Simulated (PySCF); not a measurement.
**Vertical excitation energies**

Species: chlorine monofluoride, ClF.
Z-matrix (Å and degrees, GFN2-xTB geometry), rows numbered from 1:
```
F 
Cl  1  1.6816
```

Computed, not measured: TDDFT CAM-B3LYP/def2-SVPD, vertical, gas phase, core orbitals frozen in the response (PySCF).

Question: List the vertical singlet excitations with oscillator strengths and describe the spectrum.

Answer: 

| state | λ (nm) | E (eV) | f | symmetry | main configurations (H = HOMO, L = LUMO) |
| --- | --- | --- | --- | --- | --- |
| S1 | 339.6 | 3.65 | 0.0000 | – | H-1/H→L (≥96%) |
| S2 | 339.6 | 3.65 | 0.0000 | – | H-1/H→L (≥96%) |
| S3 | 165.4 | 7.49 | 0.0027 | Π | H-3/H-2→L (98%) |
| S4 | 165.4 | 7.49 | 0.0027 | Π | H-3/H-2→L (98%) |
| S5 | 132.3 | 9.37 | 0.077 | Π | H-1/H→L+1 (98%) |
| S6 | 132.3 | 9.37 | 0.077 | Π | H-1/H→L+1 (98%) |
| S7 | 116.3 | 10.66 | 0.013 | Π | H-1/H→L+2 (≥90%) |
| S8 | 116.3 | 10.66 | 0.013 | Π | H-1/H→L+2 (≥90%) |

Triplets (Tamm–Dancoff): T1 2.58 eV, H-1/H→L (98%); T2 2.58 eV, H-1/H→L (98%).

The lowest singlet level (S1/S2) comes at 340 nm (352 kJ/mol) in the ultraviolet; it is dark (f under 0.0005). The strongest level in the table is S5/S6 at 9.37 eV (132 nm, f = 0.154 summed). S1/S2, S3/S4, S5/S6 and S7/S8 lie within about 0.01 eV of each other in each set; the point group C∞v has degenerate representations, and within a degenerate level the listed configurations can mix freely. Löwdin shares by element: HOMO (one of a set within 0.03 eV) chlorine 77%, fluorine 23%; LUMO chlorine 67%, fluorine 33%. The oscillator strengths of these states sum to 0.184; summed over the whole spectrum of an exact calculation they would give the number of electrons, 26 (Thomas–Reiche–Kuhn). Of the 8 states listed, 4 reach f = 0.01 and 2 stay under 0.0005. The listed states span 7.01 eV, and the widest gap between neighbours is 3.84 eV (S2 to S3). Symmetry labels in C∞v follow from the direction of the transition dipole and are given only for states with f of 0.002 or more. Orbitals of the list HOMO-3 to LUMO+2 that lie within 0.01 eV of each other are written together with a slash and their weights summed (≥ marks a lower bound); for degenerate orbitals outside that list single weights are arbitrary. Singlets were solved by full linear response, triplets in the Tamm–Dancoff approximation.
